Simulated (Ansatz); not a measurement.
Run this with the Ansatz DFT code, driven from Python and show what comes out.

Script `md.py`:
```python
"""Molecular dynamics of one CH3AlO molecule."""

import logging
import sys

import ansatz as az
import numpy as np

logging.basicConfig(stream=sys.stdout, format="[%(levelname)s] %(message)s")
log = logging.getLogger("run")
log.setLevel(logging.INFO)

BASIS_SET = "def2-SVP"
FUNCTIONAL = "PBE"
N_STEPS = 20
TEMPERATURE_K = 200

mol = (
    az.Crystal.molecule()
    .atom("O", (0.2363, -1.7363, 0.9958))
    .atom("C", (-0.1288, -1.0599, -0.0102))
    .atom("Al", (0.0477, 0.9003, -0.0461))
    .atom("H", (-0.4426, -1.5605, -0.8837))
    .atom("H", (-0.3276, 1.7215, -1.3511))
    .atom("H", (0.6571, 1.671, 1.2492))
)

setup = (
    mol.calculation()
    .basis(gaussian=BASIS_SET)
    .functional(FUNCTIONAL)
    .md("nvt_nose_hoover", timestep=0.5, steps=N_STEPS, temperature=TEMPERATURE_K, initial_velocities="maxwell_boltzmann", seed=91, thermostat_time=20)
)
frames = []
setup.session().plan().execute(on_event=lambda e: frames.append(e["data"]) if e["event"] == "md_step" else None)
log.info("t (fs)   E_pot (eV)      E_kin (eV)   T (K)   d(0-1) (A)")
for f in frames[::1]:
    xyz = np.array(f["positions_ang"])
    log.info(f"{f['time_fs']:6.2f} {f['lagrangian_ev']:14.5f} {f['e_kin_ev']:10.5f} {f['temperature_k']:8.1f} {np.linalg.norm(xyz[0] - xyz[1]):9.4f}")
kept = np.array([f["conserved_ev"] for f in frames])
log.info(f"conserved energy moves by at most {1000 * np.ptp(kept):.3f} meV")
```

```console
$ python md.py
[INFO] t (fs)   E_pot (eV)      E_kin (eV)   T (K)   d(0-1) (A)
[INFO]   0.00    -9716.13375    0.10341    200.0    1.2660
[INFO]   0.50    -9716.15438    0.12352    238.9    1.2642
[INFO]   1.00    -9716.18894    0.15725    304.1    1.2613
[INFO]   1.50    -9716.22522    0.19270    372.7    1.2575
[INFO]   2.00    -9716.25239    0.21913    423.8    1.2528
[INFO]   2.50    -9716.26453    0.23051    445.8    1.2474
[INFO]   3.00    -9716.26100    0.22610    437.3    1.2414
[INFO]   3.50    -9716.24488    0.20891    404.1    1.2351
[INFO]   4.00    -9716.22092    0.18377    355.4    1.2286
[INFO]   4.50    -9716.19406    0.15571    301.2    1.2221
[INFO]   5.00    -9716.16859    0.12911    249.7    1.2156
[INFO]   5.50    -9716.14780    0.10731    207.6    1.2095
[INFO]   6.00    -9716.13402    0.09263    179.2    1.2038
[INFO]   6.50    -9716.12862    0.08638    167.1    1.1987
[INFO]   7.00    -9716.13210    0.08899    172.1    1.1943
[INFO]   7.50    -9716.14407    0.09997    193.4    1.1909
[INFO]   8.00    -9716.16320    0.11789    228.0    1.1884
[INFO]   8.50    -9716.18709    0.14028    271.3    1.1871
[INFO]   9.00    -9716.21232    0.16363    316.5    1.1868
[INFO]   9.50    -9716.23462    0.18366    355.2    1.1877
[INFO]  10.00    -9716.24955    0.19598    379.0    1.1897
[INFO] conserved energy moves by at most 2.285 meV
```

What to keep in mind:
- Total energies depend on the basis set; only differences at equal settings carry meaning.
- The trajectory is only some femtoseconds long, so its temperature is not equilibrated; where the script doesn't relax first, it starts from a rough generated geometry.
- The temperature counts the internal degrees of freedom alone.
- Finished in 28 s on 1 thread of Intel(R) Xeon(R) Platinum 8259CL CPU @ 2.50GHz (Skylake/Cascade Lake), with other jobs on the host, peak memory 0.18 GiB.

(Lines on the test bed's own set-up are left out of the output.)
